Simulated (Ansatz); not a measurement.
Process, species as SMILES: N#C (CH-N) + H+ → C#[NH+]
B3LYP-D3(BJ)/def2-TZVP geometries, fixed; electronic energies without zero-point terms; positive where energy is released.

Core correlation in the proton affinity at CCSD(T) with Ansatz (a first-principles code), in kcal/mol: frozen core against all electrons. Core-valence sets carry the plain set on hydrogen. The proton sits at the site shown, which need not be the one that binds it best. Costs are rough ratios of core time on shared machines of one kind.

```tsv
basis	functions, most	frozen core
cc-pVDZ	38	177.13
cc-pCVDZ	46	176.98
cc-pVTZ	88	176.95
cc-pCVTZ	114	176.77
cc-pwCVTZ	114	176.74
cc-pVQZ	170	176.34
cc-pCVQZ	228	176.25
cc-pwCVQZ	228	176.23
```

Task: How large is the core term in each set?

Result: The largest core-valence set, cc-pwCVQZ, gives a core term of 0.17 kcal/mol; the valence set cc-pVQZ, which lacks functions for the core, gives 0.73. By row: cc-pVDZ 0.20, cc-pCVDZ 0.17, cc-pVTZ 1.04, cc-pCVTZ 0.20, cc-pwCVTZ 0.16, cc-pVQZ 0.73, cc-pCVQZ 0.17, cc-pwCVQZ 0.17.
